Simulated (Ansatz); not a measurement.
# CH5Al: the cost of one run

Method: r2SCAN-D4/def2-TZVP; program: Ansatz 0.2.0, Gaussian basis.

## (1) Where the work starts

The start, a first-order saddle point found at PBE0-D4 in triple zeta: 7 atoms, charge 0, spin multiplicity 1.

Atoms are counted from 1 here; the program's logs count them from 0.

Bond lengths: Al1–H2 1.784 Å, Al1–C3 1.837 Å, Al1–H4 1.744 Å, Al1–H5 1.578 Å, C3–H6 1.091 Å, C3–H7 1.089 Å. Angles: H2–Al1–C3 85.7°, H2–Al1–H4 30.6°, H2–Al1–H5 111.6°, C3–Al1–H4 59.1°, C3–Al1–H5 143.2°, H4–Al1–H5 122.9°, Al1–C3–H6 117.4°, Al1–C3–H7 128.9°, H6–C3–H7 111.4°.

Coordinates:

```xyz
7
CH5Al
Al   -0.7874    0.3097   -0.5455
H    -1.1590   -0.6513    0.9112
C     0.9670   -0.1233   -0.2155
H    -0.2958   -0.3116    1.0087
H    -1.7793    1.5267   -0.7064
H     1.1846   -1.1549    0.0668
H     1.8701    0.4047   -0.5193
```

## (2) The run

md/in.yaml

```yaml
crystal:
  periodic: [false, false, false]
  atoms:
    - {symbol: Al, position_ang: [-0.787399, 0.309710, -0.545502]}
    - {symbol: H, position_ang: [-1.159034, -0.651334, 0.911218]}
    - {symbol: C, position_ang: [0.967015, -0.123293, -0.215489]}
    - {symbol: H, position_ang: [-0.295815, -0.311557, 1.008732]}
    - {symbol: H, position_ang: [-1.779314, 1.526708, -0.706428]}
    - {symbol: H, position_ang: [1.184583, -1.154860, 0.066781]}
    - {symbol: H, position_ang: [1.870063, 0.404724, -0.519313]}
basis:
  gaussian: {orbitals: def2-TZVP}
hamiltonian: {xc: r2scan, dispersion: d4}
md: {n_steps: 60, timestep: 1.0, temperature: 100, ensemble: nvt_nose_hoover, seed: 626, initial_velocities: maxwell_boltzmann}
```

On the command line:

```console
$ ansatz run in.yaml --threads 2 --pin off --events-out ev --progress --plain --max-ram 4352MiB
```

**Question.** How long does this run take on 2 threads of Arm Neoverse V1, shared host?

About 1.7 min.
